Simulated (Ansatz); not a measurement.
# C2HCl2F (SMILES FC=C(Cl)Cl): levels of theory compared

Wanted: a comparison of 6 runs (HF/3-21G, B2PLYP/6-31G*, PBE0/6-31G*, RPA@PBE0/6-31G*, MP2/6-31G*, CCSD/6-31G*) of C2HCl2F. 

The results are computed with Ansatz 0.2.0.

66 further runs of the same task are left out: 66 set aside as unsound or not needed. Runs told in other sessions of the task aren't counted.

## (1) Starting point

C2HCl2F has 6 atoms, charge 0, and is taken as a singlet. SMILES: `FC=C(Cl)Cl`. The C3–Cl5 distance was set to 3.080 Å, away from the relaxed value. At this shape a bond of the SMILES string is far longer than usual.

Bond lengths: F1–C2 1.325 Å, C2–C3 1.326 Å, C3–Cl4 1.703 Å, C2–H6 1.082 Å. Angles: F1–C2–C3 121.8°, C2–C3–Cl4 122.7°, F1–C2–H6 114.8°, C3–C2–H6 123.4°. A long bond or contact: C3–Cl5 3.080 Å.

## (2) A single-point energy at HF/3-21G (run 1)

File input.yaml:

```yaml
basis:
  gaussian:
    orbitals: 3-21G.json
crystal:
  periodic: [false, false, false]
  atoms:
    - {symbol: F, position_ang: [0.385956, -2.774607, 1.374081]}
    - {symbol: C, position_ang: [0.351266, -1.504777, 0.996591]}
    - {symbol: C, position_ang: [-0.233394, -1.127077, -0.132449]}
    - {symbol: Cl, position_ang: [-0.986604, -2.228237, -1.191569]}
    - {symbol: Cl, position_ang: [-0.269610, 1.845290, -0.936840]}
    - {symbol: H, position_ang: [0.832886, -0.815917, 1.677731]}
hamiltonian:
  xc: hf
accuracy: high
output:
  orbitals: {seedname: orbitals}
```

The basis set 3-21G is read from a file made from the Basis Set Exchange's data (not shown).

The run is started by

```
$ ansatz run input.yaml --threads 1 --pin off --max-ram 3480MiB --events-out events.jsonl --progress --plain --runs-dir runs
```

What it wrote:

```text
Warning: RAYON_NUM_THREADS=1 ignored (pool sized by the plan → 1); use --threads N
Functional definition: HF
  name "HF"
  exchange = exact_x
  correlation = 0
1188 factors; integrals over basis functions are off by at most 1.3e-8 eV
mean field evaluation 1: about -29632.1214 eV, gradient 3.4e1 eV
mean field evaluation 2: about -29632.4080 eV, gradient 3.4e1 eV
mean field evaluation 4: about -29637.2553 eV, gradient 4.9e0 eV
mean field evaluation 8: about -29637.4224 eV, gradient 8.3e-1 eV
mean field evaluation 16: about -29637.4293 eV, gradient 3.4e-7 eV
mean field evaluation 32: about -29613.3284 eV, gradient 4.0e1 eV
mean field -29637.42926706 eV, -1089.1554365935 hartree, gradient 2.8e-8 eV, S^2 0.000000; 0 other end points of the search recorded, 0 dependent functions left out
reference -29637.42926706 eV, -1089.1554365935 hartree; 28, 28 occupied and 27, 27 virtual orbitals, 1188 factors
Total energy: -29637.42926706 eV, -1089.1554365935 hartree
```

It took 1.1 s on 1 thread of Arm Neoverse V1, shared host; peak memory 0.12 GiB.

## (3) The energy at B2PLYP/6-31G(d) (spherical functions) (run 2)

File in.yaml:

```yaml
crystal:
  periodic: [false, false, false]
  atoms:
    - {symbol: F, position_ang: [0.385956, -2.774607, 1.374081]}
    - {symbol: C, position_ang: [0.351266, -1.504777, 0.996591]}
    - {symbol: C, position_ang: [-0.233394, -1.127077, -0.132449]}
    - {symbol: Cl, position_ang: [-0.986604, -2.228237, -1.191569]}
    - {symbol: Cl, position_ang: [-0.269610, 1.845290, -0.936840]}
    - {symbol: H, position_ang: [0.832886, -0.815917, 1.677731]}
basis:
  gaussian: {orbitals: 6-31G_st_-spherical.json}
magnetization: {spin_polarized: false}
hamiltonian: {xc: {name: B2PLYP}}
correlation: {frozen_orbitals: {C: 1, Cl: 5, F: 1, H: 0}}
accuracy: high
output: {orbitals: {seedname: orbitals}}
```

The basis set 6-31G* is read from a file made from the Basis Set Exchange's data (not shown).

The run is started by

```
$ ansatz run in.yaml --threads 1 --pin off --max-ram 3480MiB --events-out events.jsonl --progress --plain --runs-dir runs
```

What it wrote:

```text
Warning: RAYON_NUM_THREADS=1 ignored (pool sized by the plan → 1); use --threads N
Functional definition: B2PLYP
  name "B2PLYP"
  parameter a = 0.53
  parameter c = 0.27
  exchange = (1 - a)*b88_x + a*exact_x
  correlation = (1 - c)*lyp_c + c*(mp2_os + mp2_ss)
1691 factors; integrals over basis functions are off by at most 1.3e-8 eV
mean field evaluation 1: about -29823.2896 eV, gradient 2.9e1 eV
mean field evaluation 2: about -29823.3358 eV, gradient 2.9e1 eV
mean field evaluation 4: about -29826.9248 eV, gradient 7.7e0 eV
mean field evaluation 8: about -29827.0861 eV, gradient 5.4e-1 eV
mean field evaluation 16: about -29827.0876 eV, gradient 3.1e-3 eV
mean field evaluation 32: about -29827.0876 eV, gradient 5.0e-8 eV
mean field -29827.08764148 eV, -1096.1252532982 hartree, gradient 5.0e-8 eV, S^2 0.000000; 1 other end points of the search recorded, 0 dependent functions left out; unrestricted orbitals would lower it
13 core orbitals not correlated: weight in the atoms' cores, before any rotation towards them, 1.000 or more for the frozen orbitals, at most 0.000 for the correlated occupied ones
reference -29827.08766565 eV, -1096.1252541866 hartree; 15, 15 occupied and 52, 52 virtual orbitals, 1691 factors
second order -24.59425633 eV of doubles, -0.00000000 eV of singles
Total energy: -29833.72811486 eV, -1096.3692861940 hartree
```

Run time: 12 s. Hardware: 1 thread of Arm Neoverse V1, shared host; peak memory 0.31 GiB.

Runs 3 to 5 aren't shown in full; the table further down has their settings and results.

## (4) A single-point energy at CCSD/6-31G(d) (spherical functions) (run 6)

Changes to input.yaml since step 2:

```diff
@@ -1,4 +1 @@
-basis:
-  gaussian:
-    orbitals: 3-21G.json
 crystal:
@@ -12,6 +9,10 @@
     - {symbol: H, position_ang: [0.832886, -0.815917, 1.677731]}
-hamiltonian:
-  xc: hf
+basis:
+  gaussian:
+    orbitals: 6-31G_st_-spherical.json
+correlation:
+  method: ccsd
+  frozen_orbitals: {C: 1, Cl: 5, F: 1, H: 0}
 accuracy: high
-output:
-  orbitals: {seedname: orbitals}
+scf:
+  omitted_lower_state_checks: [cluster_reference, increment]
```

The basis set 6-31G* is read from a file made from the Basis Set Exchange's data (not shown).

The run is started by

```
$ ansatz run input.yaml --threads 1 --pin off --max-ram 3480MiB --events-out events.jsonl --progress --plain --runs-dir runs
```

What it wrote:

```text
Warning: RAYON_NUM_THREADS=1 ignored (pool sized by the plan → 1); use --threads N
[... 4 set-up lines as earlier in the session ...]
these checks for a lower state are left out or cut short: cluster_reference, increment
1691 factors; integrals over basis functions are off by at most 1.3e-8 eV
mean field evaluation 1: about -29777.4490 eV, gradient 3.5e1 eV
mean field evaluation 2: about -29777.5210 eV, gradient 3.5e1 eV
mean field evaluation 4: about -29782.1033 eV, gradient 5.2e0 eV
mean field evaluation 8: about -29782.2842 eV, gradient 8.6e-1 eV
mean field evaluation 16: about -29782.2917 eV, gradient 1.5e-8 eV
mean field -29782.29171489 eV, -1094.4790333598 hartree, gradient 9.4e-8 eV, S^2 0.000000; 1 other end points of the search recorded, 0 dependent functions left out; unrestricted orbitals would lower it
13 core orbitals not correlated: weight in the atoms' cores, before any rotation towards them, 1.000 or more for the frozen orbitals, at most 0.000 for the correlated occupied ones
reference -29782.29171489 eV, -1094.4790333598 hartree; 15, 15 occupied and 52, 52 virtual orbitals, 1691 factors
second order -19.24869105 eV of doubles, -0.00000000 eV of singles
cycle   1  -19.25363803 eV  change    -1.2e0 eV  update   1.7e-1
cycle   2  -19.98534397 eV  change   -7.3e-1 eV  update   7.6e-2
cycle   3  -20.10492669 eV  change   -1.2e-1 eV  update   6.3e-2
cycle   4  -20.31223304 eV  change   -2.1e-1 eV  update   3.8e-2
cycle   5  -20.49539043 eV  change   -1.8e-1 eV  update   3.2e-2
cycle   6  -20.45114077 eV  change    4.4e-2 eV  update   6.1e-3
cycle   7  -20.45382972 eV  change   -2.7e-3 eV  update   4.4e-3
cycle   8  -20.46344500 eV  change   -9.6e-3 eV  update   2.1e-3
cycle   9  -20.46187591 eV  change    1.6e-3 eV  update   7.1e-4
cycle  10  -20.46164908 eV  change    2.3e-4 eV  update   3.5e-4
cycle  11  -20.46239798 eV  change   -7.5e-4 eV  update   2.1e-4
cycle  12  -20.46219104 eV  change    2.1e-4 eV  update   1.5e-4
cycle  13  -20.46219792 eV  change   -6.9e-6 eV  update   1.3e-4
cycle  14  -20.46214247 eV  change    5.5e-5 eV  update   1.1e-4
cycle  15  -20.46226809 eV  change   -1.3e-4 eV  update   7.5e-5
cycle  16  -20.46227942 eV  change   -1.1e-5 eV  update   3.1e-5
cycle  17  -20.46225891 eV  change    2.1e-5 eV  update   1.1e-5
cycle  18  -20.46226350 eV  change   -4.6e-6 eV  update   5.1e-6
cycle  19  -20.46226259 eV  change    9.1e-7 eV  update   2.2e-6
cycle  20  -20.46226550 eV  change   -2.9e-6 eV  update   1.0e-6
cycle  21  -20.46226627 eV  change   -7.7e-7 eV  update   4.4e-7
cycle  22  -20.46226671 eV  change   -4.4e-7 eV  update   1.6e-7
cycle  23  -20.46226657 eV  change    1.5e-7 eV  update   1.1e-7
cycle  24  -20.46226644 eV  change    1.3e-7 eV  update   1.1e-7
cycle  25  -20.46226256 eV  change    3.9e-6 eV  update   9.9e-7
cycle  26  -20.46226184 eV  change    7.2e-7 eV  update   5.4e-7
cycle  27  -20.46226087 eV  change    9.7e-7 eV  update   3.0e-7
cycle  28  -20.46226009 eV  change    7.9e-7 eV  update   1.6e-7
cycle  29  -20.46225972 eV  change    3.7e-7 eV  update   4.8e-8
cycle  30  -20.46225982 eV  change   -1.0e-7 eV  update   3.5e-8
cycle  31  -20.46225990 eV  change   -7.7e-8 eV  update   1.8e-8
cycle  32  -20.46225991 eV  change   -7.1e-9 eV  update   8.2e-9
cycle  33  -20.46225991 eV  change   -3.7e-9 eV  update   4.9e-9
cycle  34  -20.46225991 eV  change    1.5e-9 eV  update   3.1e-9
cycle  35  -20.46225991 eV  change  -3.8e-10 eV  update   2.0e-9
WARN: these amplitudes may be one of several solutions (largest doubles amplitude 0.39, level shift 2.35 eV)
Total energy: -29802.75397480 eV, -1095.2310075417 hartree
Checks for a lower state left out: cluster_reference, increment
```

It took 21 s on 1 thread of Arm Neoverse V1, shared host; peak memory 0.37 GiB.

## (5) The series

```tsv
run	level	frozen core orbitals	energy (Eh)	wall time
1	HF/3-21G	–	-1089.155437	1.1 s
2	B2PLYP/6-31G* (spherical functions)	13	-1096.369286	12 s
3	PBE0/6-31G* (spherical functions)	–	-1096.330292	9 s
4	RPA@PBE0/6-31G* (spherical functions)	13	-1095.447318	20 s
5	MP2/6-31G* (spherical functions)	13	-1095.186410	6.6 s
6	CCSD/6-31G* (spherical functions)	13	-1095.231008	21 s
```

## (6) Results

| quantity | value |
| --- | --- |
| run 6: total energy | -1095.23101 Eh |
| run 6: correlation energy (13 core orbitals frozen) | -752.0 mEh |
| run 6: T1 diagnostic | 0.039 |

**Reading.** Over runs 1, 2, 3 the HOMO–LUMO gap runs from 2.31 eV (PBE0/6-31G*) to 7.40 eV (HF/3-21G). The two ends differ in method and basis. Totals of different functionals can't be ranked against each other. In run 6 the T1 diagnostic is large, so a single reference may not serve. In runs 2, 4, 5, 6 the log says that unrestricted orbitals would lower the reference, so the values rest on an unstable closed-shell determinant (other closed-shell runs at this shape may share the fault). In all runs a closed-shell determinant meets a far-stretched bond; if it breaks into open shells, such a determinant describes it badly, and no broken-symmetry solution was shown. All runs together took 70 s, the longest 21 s.
